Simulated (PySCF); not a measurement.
3-pyrroline, C4H7N.
Numbering: `[CH:1]1=[CH:2][CH2:3][NH:4][CH2:5]1`

Cartesian coordinates in Å at the GFN2-xTB level; atoms count from 1:
```xyz
12
C4H7N angstrom
C      0.367    1.168    0.099
C     -0.907    0.829    0.024
C     -1.030   -0.655   -0.201
N      0.315   -1.191    0.031
C      1.234   -0.052   -0.067
H      0.782    2.150    0.233
H     -1.767    1.471    0.084
H     -1.315   -0.851   -1.243
H     -1.773   -1.128    0.444
H      0.364   -1.579    0.967
H      2.039   -0.112    0.669
H      1.692   -0.051   -1.066
```

A calculation gives these core lines: C 1s: 290.15 (area 2), 291.31 (area 2) eV; N 1s: 404.68 eV.

Level of theory: delta-SCF UKS SCAN, pcX-2 on the ionised atom, pcseg-1 elsewhere, spin-free X2C in PySCF 2.14.0. The structure is a single GFN2-xTB conformer in the gas phase; no vibrational or solvent corrections.

Problem. Order the carbon atoms by C 1s binding energy.

Solution. 290.15 eV: C1/C2 (alkene CH carbon); 291.31 eV: C3/C5 (sp3 carbon bound to nitrogen). Lowest listed C 1s: C1/C2, bonded to C (double bond), C and H. Highest, 1.16 eV above it: C3/C5, bonded to N, C and 2 H. Summing the Pauling electronegativity differences to the bonded atoms, each weighted by its formal bond order, gives -0.35 for the lowest site and -0.21 for the highest.

Bonded neighbours of each site: C1/C2: C (double bond), C and H; C3/C5: N, C and 2 H; N4: 2 C and H.

Problem. Which effective nuclear charge Zeff reproduces each element's mean 1s value in the hydrogen-like formula E = 13.606 eV × Zeff²?

Solution. C (Z = 6): mean 290.7 eV, Zeff = 4.62, Z − Zeff = 1.38; N (Z = 7): mean 404.7 eV, Zeff = 5.45, Z − Zeff = 1.55. Means run over the listed sites, weighted by atom count.

Atoms equivalent by their bonding share one computed value, that of the first of them.
